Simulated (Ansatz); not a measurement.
# AlNH (doublet): from a generated start to a stationary point

Where does this start of AlNH (doublet) end when it is relaxed?

Computed with Ansatz 0.2.0, Gaussian basis. Level: UKS PBE0/def2-TZVP.

**1. Where the work starts**

3 atoms, charge 0, spin multiplicity 2.

Atoms are counted from 1 here; the program's logs count them from 0.

Bond lengths: Al1–N2 1.701 Å, N2–H3 1.013 Å. Angles: Al1–N2–H3 127.6°.

The start was built by rule and, where that kept it together, relaxed with GFN2-xTB. Sticks and bond lists go by distance. 

**2. The run**

Input file in.yaml:

```yaml
crystal:
  periodic: [false, false, false]
  atoms:
    - {symbol: Al, position_ang: [-0.623126, -0.017160, -0.001173]}
    - {symbol: N, position_ang: [1.078099, -0.022897, 0.002273]}
    - {symbol: H, position_ang: [1.698817, 0.777555, -0.000183]}
basis:
  gaussian: {orbitals: def2-TZVP}
magnetization: {spin_polarized: true, initial_magnetization: 1}
hamiltonian: {xc: pbe0}
relax: {f_tol: 0.004, max_steps: 80}
```

The run is started by

```console
$ ansatz run in.yaml --threads 1 --pin off --events-out ev --progress --plain --max-ram 1740MiB
```

**Question.** What will these runs give? Wanted: energy gained; shift from the start; total energy; dipole moment; ⟨S²⟩.

The runs gave:

```
                  quantity          value
                     steps              6
             energy gained       0.016 eV
shift from the start (rms)        0.030 Å
              total energy  -8097.0432 eV
             dipole moment         1.23 D
                      ⟨S²⟩          0.794
```

**Reading.** The bonds of the start are those of the end. Al1–N2 went from 1.701 to 1.737 Å. No vibrations were run, so this is a stationary point, not a proven minimum, and this spin need not be the ground state's.
